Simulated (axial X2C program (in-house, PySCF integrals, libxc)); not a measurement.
Excited states of AlH by EOM-EE-CCSD

Computed with an in-house all-electron X2C program for linear molecules (integrals from PySCF): two-component X2C with atomic mean-field Coulomb and Gaunt terms, Gaussian nuclei, basis Al dyall-av3z, H dyall-av3z with contracted cores.

R = 1.669 Å (near the PBE0 minimum at charge 0 of the determinant lowest at the starting distance; the state shown can have its own minimum elsewhere).

Hartree–Fock spinors of AlH (one of each Kramers pair; a window near the gap, which can cut inner shells):

| ω | occupied | ε (eV) | character |
| --- | --- | --- | --- |
| 1/2 | yes | -13.45 | 49% H s, 37% Al s, 6% Al p |
| 1/2 | yes | -7.88 | 44% Al p, 31% Al s, 14% H s |
| 1/2 | no | 0.32 | 93% Al p, 6% H p |
| 3/2 | no | 0.32 | 93% Al p, 6% H p |
| 1/2 | no | 0.66 | 92% Al p, 6% Al s |
| 1/2 | no | 0.94 | 61% Al s, 31% H s, 5% Al p |
| 1/2 | no | 1.28 | 90% Al p, 7% H p |
| 3/2 | no | 1.28 | 90% Al p, 7% H p |

Vertical excitation energies from the closed-shell determinant state of AlH:

```
 Ω  excitation (eV)   cm⁻¹        hole of the leading pair    particle of the leading pair  weight of the pair (for Ω = 0 its time-reversed partner can hold as much again)  singles weight
0⁻            1.908  15390  43% Al pσ, 34% Al sσ, 12% H sσ             83% Al pπ, 12% H pπ                                                                             0.48            0.97
0⁺            1.908  15391  43% Al pσ, 34% Al sσ, 12% H sσ             83% Al pπ, 12% H pπ                                                                             0.48            0.97
 1            1.913  15429  43% Al pσ, 34% Al sσ, 12% H sσ             83% Al pπ, 12% H pπ                                                                             0.48            0.97
 2            1.918  15469  43% Al pσ, 34% Al sσ, 12% H sσ             83% Al pπ, 12% H pπ                                                                             0.96            0.97
 1            2.986  24087  48% Al pσ, 22% H sσ, 20% Al sσ             79% Al pπ, 16% H pπ                                                                             0.47            0.93
0⁻            5.082  40992  46% Al pσ, 27% Al sσ, 17% H sσ  45% Al dσ, 27% Al pσ, 11% H pσ                                                                             0.47            0.95
 1            5.082  40992  46% Al pσ, 27% Al sσ, 17% H sσ  45% Al dσ, 27% Al pσ, 11% H pσ                                                                             0.95            0.95
 1            5.425  43754  46% Al pσ, 27% Al sσ, 17% H sσ  53% Al sσ, 31% H sσ, 10% Al dσ                                                                             0.95            0.95
0⁻            5.425  43754  46% Al pσ, 27% Al sσ, 17% H sσ  53% Al sσ, 31% H sσ, 10% Al dσ                                                                             0.47            0.95
```

This point took 6.9 s on 1 thread of Intel(R) Xeon(R) Processor @ 2.30GHz (shared host).

Reference electrons by ω block (each with its −ω partner): 1/2: 6, 3/2: 1. 4 electrons of AlH correlated (inner shells frozen), 88 natural virtual spinors (a truncated set); levels can be off by some tenths of an eV. Roots sought by Ω: (0: 5, 1: 4, 2: 3, 3: 1); rows need 60 % singles weight and stop where some Ω has no more roots. Missing are any skipped roots, higher Ω and states of a further excitation; these come out far too high here and may in truth be low or lowest. T1 of the reference 0.014 (Lee–Taylor). Number of frozen shells: Al 2 s, 1 p; H none.
